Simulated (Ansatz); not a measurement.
The input, for Ansatz 0.2.0:

```yaml
crystal:
  periodic: [false, false, false]
  atoms:
    - {symbol: Si, position_ang: [0.000000, 0.000000, 2.067263]}
    - {symbol: N, position_ang: [0.000000, 0.000000, -0.275923]}
    - {symbol: H, position_ang: [0.000000, 0.000000, -1.791340]}
basis:
  gaussian: {orbitals: cc-pVDZ}
correlation: {active_space: {window: {electrons: 6, orbitals: 5}}}
```

```sh
$ ansatz run in.yaml --threads 1 --pin off --events-out ev --progress --plain --max-ram 2393MiB
```

(1) Roughly how long does this take on 1 thread of Intel Xeon, shared host, and how much host memory?

```
368 factors; integrals over basis functions are off by at most 5.2e-4 eV
mean field evaluation 1: about -9339.2461 eV, gradient 5.3e1 eV
mean field evaluation 2: about -9339.2469 eV, gradient 5.3e1 eV
mean field evaluation 4: about -9348.6446 eV, gradient 1.4e1 eV
mean field evaluation 8: about -9349.5681 eV, gradient 1.4e0 eV
mean field evaluation 16: about -9350.0723 eV, gradient 5.2e0 eV
mean field evaluation 32: about -9350.2882 eV, gradient 2.0e-5 eV
mean field evaluation 64: about -9350.1375 eV, gradient 4.2e0 eV
mean field evaluation 96: about -9348.5384 eV, gradient 7.3e-1 eV
mean field evaluation 128: about -9349.5736 eV, gradient 6.1e-4 eV
mean field -9350.28824711 eV, -343.6167552282 hartree, gradient 1.4e-6 eV, S^2 0.000000; 13 other end points of the search recorded, 0 dependent functions left out
reference -9350.28824711 eV, -343.6167552282 hartree; 11, 11 occupied and 26, 26 virtual orbitals, 368 factors
state -9354.14718745 eV, -343.7585686701 hartree
the orbitals are reached from a further start. From the first start the search ends at -9353.55851839 eV, -343.7369354813 hartree
Total energy: -9354.14718745 eV, -343.7585686701 hartree
```

Natural occupations: 1.9934 1.5621 1.5621 0.4412 0.4412.

Answers

(1) 11 s wall and 0.14 GiB.
